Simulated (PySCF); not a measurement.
# C3H3F: the cost of one run

Programs: PySCF 2.14.0, with density-fitted response routines of our own. Each step states its level of theory. These are calculated values for one molecule in the gas phase, unless marked as measured. Atoms count from 0, in the outputs and in this text.

## Step 1: The molecule as given

7 atoms, charge 0, multiplicity 1; geometry from: PBE0-D3(BJ)/def2-SVP.

Bonds of the start (Å): F0–C1 1.30, C1–C2 1.29, C2–C3 1.54, C3–C1 1.47, C2–H4 1.08, C3–H5 1.10, C3–H6 1.10.

## Step 2: Nuclear shieldings: HF/pcSseg-2

The job: settings as JSON, then the geometry in Å.

```
{"job": {"kind": "nmr", "xc": "HF", "basis": "pcSseg-2", "pop": false}, "charge": 0, "multiplicity": 1}
F     -0.512073     2.046432    -0.130295
C     -0.316875     0.758637    -0.057797
C     -0.812781    -0.430993    -0.033141
C      0.721768    -0.271719     0.043767
H     -1.620745    -1.154417    -0.041322
H      1.336619    -0.533080    -0.833466
H      1.234528    -0.453648     1.002905
```

With the program's defaults for keys left out, this is: GIAO HF/pcSseg-2 NMR shielding, non-relativistic, gas phase.

Started as:

```console
$ OMP_NUM_THREADS=1 python probes_run.py task.json out
```

The driver reads the jobs from task.json and runs them one after another.

**Question.** How long does this first job take on 1 thread of Arm Neoverse N1, shared host, and how much memory does it need?

About 9.5 s, with a peak of 0.77 GiB.
